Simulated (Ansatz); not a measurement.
A nudged elastic band was laid between two geometries of C$_{3}$H$_{8}$FNS (14 atoms, charge 0, multiplicity 1).

Computed with Ansatz 0.2.0, RHF/def2-SVP.

```
movable images  : 7
climbing image  : yes
spring          : 5.0 eV/Å²
optimiser       : lbfgs
start path      : IDPP
force threshold : 0.05 eV/Å
iteration limit : 60
end points      : relaxed
largest step    : 0.5 Å
```

Initial state:

```xyz
14
Properties=species:S:1:pos:R:3
C -1.368 -1.588 -0.682
S -1.445 0.109 -0.056
C 0.314 0.649 -0.128
C 1.198 -0.046 0.886
N 0.387 2.058 0.019
F 0.781 0.337 -1.368
H -2.399 -1.920 -0.796
H -0.862 -2.257 0.012
H -0.877 -1.611 -1.651
H 1.190 -1.123 0.726
H 0.854 0.157 1.899
H 2.218 0.318 0.767
H -0.274 2.535 -0.567
H 0.271 2.353 0.969
```

Final state:

```xyz
14
Properties=species:S:1:pos:R:3
C -1.422 -1.589 -0.634
S -1.497 0.013 0.205
C 0.211 0.628 -0.014
C 1.219 -0.030 0.905
N 0.156 2.020 0.195
F 0.603 0.332 -1.304
H -2.428 -2.003 -0.580
H -0.738 -2.277 -0.138
H -1.138 -1.467 -1.675
H 1.252 -1.104 0.734
H 0.957 0.161 1.943
H 2.213 0.374 0.701
H 1.065 2.443 0.142
H -0.466 2.471 -0.450
```

Task: Which bonds break or form, and what moves?

Result: No bond is made or broken. The dihedral S2–C3–N5–H14 goes from 77 to -59°.

Task: What energy profile does the band end with?

Result: It converged. The highest image is number 4 of 0 to 8, 3.3 kcal/mol above the first end and 6.3 kcal/mol above the last; the last end lies 3.0 kcal/mol below the first. Another band between the same ends (7 images) ends at a top of the same energy, where a vibrational analysis finds 1 clearly imaginary mode.

| image | path coordinate (Å) | energy (kcal/mol) | dihedral S2–C3–N5–H14 (°) |
| --- | --- | --- | --- |
| 0 | 0.00 | 0.0 | 77 |
| 1 | 0.37 | 0.2 | 64 |
| 2 | 0.74 | 1.2 | 46 |
| 3 | 1.11 | 2.6 | 28 |
| 4 | 1.48 | 3.3 | 9 |
| 5 | 1.95 | 1.9 | -14 |
| 6 | 2.42 | -1.1 | -37 |
| 7 | 2.88 | -2.8 | -56 |
| 8 | 3.35 | -3.0 | -59 |

Task: What is the geometry of the highest image?

Result: 
```xyz
14
Properties=species:S:1:pos:R:3:forces:R:3
C -1.389 -1.597 -0.484 0.00 0.00 0.00
S -1.463 0.112 0.109 0.01 0.00 0.00
C 0.269 0.674 -0.090 0.00 0.01 0.00
C 1.269 -0.120 0.724 0.00 0.00 0.00
N 0.327 2.075 0.224 -0.01 0.00 -0.01
F 0.620 0.529 -1.404 0.00 0.00 0.00
H -2.421 -1.922 -0.605 0.00 0.00 0.00
H -0.895 -2.257 0.225 0.00 0.00 0.00
H -0.891 -1.637 -1.450 0.00 0.00 0.00
H 1.259 -1.176 0.458 0.00 0.00 0.00
H 1.048 -0.011 1.783 0.00 0.00 0.00
H 2.263 0.283 0.528 0.00 0.00 0.00
H 0.515 2.596 -0.613 0.00 0.00 0.00
H -0.524 2.423 0.624 0.00 0.00 0.00
```

The band took 31 iterations and of the order of 12 core-minutes.

The run took 6.2 min on 2 threads of Arm Neoverse V2 (shared host), peak memory 0.31 GiB.
